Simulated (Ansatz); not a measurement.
**Relaxing Ba₃CaNi**

All numbers below come from DFT PBE, scalar-relativistic, plane waves, PAW in Ansatz 0.2.0. Cutoff 420 eV, Γ-centred k mesh, Gaussian smearing, no spin polarisation in the final step.

The start puts Ba₃CaNi on the cubic perovskite structure type (Pm-3m, No. 221), with Ni in place of Sr, Ca in place of Ti, Ba in place of O, at a guessed volume.

```
Ba Ca Ni
1.0
     5.23007    0.00000    0.00000
     0.00000    5.23007    0.00000
     0.00000    0.00000    5.23007
Ba Ca Ni
3 1 1
Direct
  0.00000 0.50000 0.50000
  0.50000 0.00000 0.50000
  0.50000 0.50000 0.00000
  0.50000 0.50000 0.50000
  0.00000 0.00000 0.00000
```

Cell and atoms relax at zero pressure; the relaxation can't lower the symmetry of the start. After a coarse first stage the cell is made exact in the group found at 0.06 Å.

Energies over the elements count from the elements' standard structures at the same level, with no empirical corrections.

Task: Describe the relaxed structure.

Result: It keeps Pm-3m (No. 221). The result still has the cubic perovskite structure. Conventional cell: a = 6.637 Å. Around Ba lie 2 Ca at 3.32 Å; Ca is coordinated by 6 Ba at 3.32 Å; around Ni lie 12 Ba at 4.69 Å.

Space group Pm-3m (No. 221). a = 6.637 Å, b = 6.637 Å, c = 6.637 Å, α = 90.00°, β = 90.00°, γ = 90.00°
```json
{"atom": "Ba", "site": "3c", "symmetry": "4/mm.m", "x": "0.0000", "y": "0.5000", "z": "0.5000"}
{"atom": "Ca", "site": "1b", "symmetry": "m-3m", "x": "0.5000", "y": "0.5000", "z": "0.5000"}
{"atom": "Ni", "site": "1a", "symmetry": "m-3m", "x": "0.0000", "y": "0.0000", "z": "0.0000"}
```

Task: What are its volume, energy, density and gap?

Result: The volume per atom is 58.47 Å³. The density is 2.90 g/cm³. The energy over the elements is 1.13 eV/atom and the gap on the 6×6×6 mesh is 0 eV (a metal).

The final run used a 6×6×6 mesh on its 5-atom cell and 0.10 eV smearing. The k mesh leaves about 4 meV/atom of noise in metals. A structure relaxed within its symmetry needn't be a true minimum. The steps took roughly 2.7 core-minutes in all.